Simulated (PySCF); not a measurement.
Gas-phase reaction: 2 AlH2Cl + Cl2 ⇌ 2 AlHCl2 + H2

Method: PySCF energies plus ideal-gas RRHO corrections (1 bar). † marks an energy on the PBE0/def2-TZVP geometry and frequencies; other levels use their own. MP2 freezes the core. 6-31G* has spherical d functions here. All species are closed-shell singlets. AlH2Cl, AlHCl2: computed as isolated molecules; such fragments, hydroxides, amides, oligomers or adducts are transient or little studied in the gas. MP2 isn't extrapolated to the basis-set limit; its ΔH°(298 K) is -516.7 kJ in def2-SVP and -505.8 kJ in def2-TZVPP. The harmonic model lacks anharmonicity and excited electronic states, which grow with temperature; levels with a mode under 35 cm⁻¹ are left out.

```tsv
level	ΔE electronic, kJ	ΔH°(298 K), kJ	ΔS°(298 K), J/K	ΔG°(800 K), kJ
BLYP/def2-TZVP†	-450	-448	-21	-434
HF/6-31G*	-496	-494	-23	-479
HF/def2-TZVP†	-486	-484	-21	-470
M06-2X/def2-TZVP†	-494	-491	-21	-478
MP2/def2-SVP†	-519	-517	-21	-503
PBE0/def2-QZVP†	-470	-468	-21	-454
PBE0/def2-SVP†	-490	-487	-21	-474
PBE0/def2-TZVP	-472	-470	-21	-456
ωB97X-V/def2-TZVP†	-477	-475	-21	-461
```
ΔH° is lowest at MP2/def2-SVP† and highest at BLYP/def2-TZVP†. No reference value is set beside these.
